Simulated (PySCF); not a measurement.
Molecule: `NC1CCCC1`, C₅H₁₁N.

Molfile (atoms numbered from 1):
```
C5H11N
     RDKit          3D

 17 17  0  0  0  0  0  0  0  0999 V2000
    2.1632    0.0598    0.7094 N   0  0  0  0  0  0  0  0  0  0  0  0
    0.7297    0.1933    0.5850 C   0  0  0  0  0  0  0  0  0  0  0  0
    0.0172   -1.1504    0.4446 C   0  0  0  0  0  0  0  0  0  0  0  0
   -1.4097   -0.7909    0.0186 C   0  0  0  0  0  0  0  0  0  0  0  0
   -1.3081    0.5940   -0.6737 C   0  0  0  0  0  0  0  0  0  0  0  0
    0.1758    0.9720   -0.6170 C   0  0  0  0  0  0  0  0  0  0  0  0
    2.5445   -0.3551   -0.1409 H   0  0  0  0  0  0  0  0  0  0  0  0
    2.5994    0.9756    0.7972 H   0  0  0  0  0  0  0  0  0  0  0  0
    0.3611    0.6796    1.5085 H   0  0  0  0  0  0  0  0  0  0  0  0
    0.0705   -1.7537    1.3625 H   0  0  0  0  0  0  0  0  0  0  0  0
    0.5258   -1.7275   -0.3491 H   0  0  0  0  0  0  0  0  0  0  0  0
   -2.0671   -0.7293    0.8998 H   0  0  0  0  0  0  0  0  0  0  0  0
   -1.8482   -1.5558   -0.6393 H   0  0  0  0  0  0  0  0  0  0  0  0
   -1.9158    1.3371   -0.1343 H   0  0  0  0  0  0  0  0  0  0  0  0
   -1.6898    0.5759   -1.7054 H   0  0  0  0  0  0  0  0  0  0  0  0
    0.7028    0.6191   -1.5220 H   0  0  0  0  0  0  0  0  0  0  0  0
    0.3496    2.0575   -0.5451 H   0  0  0  0  0  0  0  0  0  0  0  0
  1  2  1  0
  2  3  1  0
  3  4  1  0
  4  5  1  0
  5  6  1  0
  6  2  1  0
  1  7  1  0
  1  8  1  0
  2  9  1  0
  3 10  1  0
  3 11  1  0
  4 12  1  0
  4 13  1  0
  5 14  1  0
  5 15  1  0
  6 16  1  0
  6 17  1  0
M  END
```

Geometry PBE0-D3(BJ)/def2-SVP throughout; GIAO in PySCF 2.14, gas phase, one conformer, non-relativistic; equivalent atoms averaged; basis pcSseg-1.

For orientation, KT3 gives these shifts δ (against NH3, TMS at the same level): N1 50.5, C2 59.5, C3/C6 40.2, H9 2.78, H10/H17 1.71, H13/H15 1.68, H12/H14 1.62, H11/H16 0.79, H7/H8 0.19 ppm.

A run gave: N1 51.8, C2 60.2, C3/C6 41.5, H9 2.72, H10/H17 1.71, H13/H15 1.62, H12/H14 1.57, H11/H16 0.80, H7/H8 0.19 ppm (shifts δ (against NH3, TMS at the same level)).

**Question.** Which functional was used in that run?
A. mPW1PW91
B. B97-2
C. B3LYP
D. BLYP
E. PBE0

**Answer.** C. C2 tells them apart best: B3LYP gives 60.2, PBE0 gives 57.8, mPW1PW91 gives 57.7, BLYP gives 63.2, B97-2 gives 57.5 ppm.
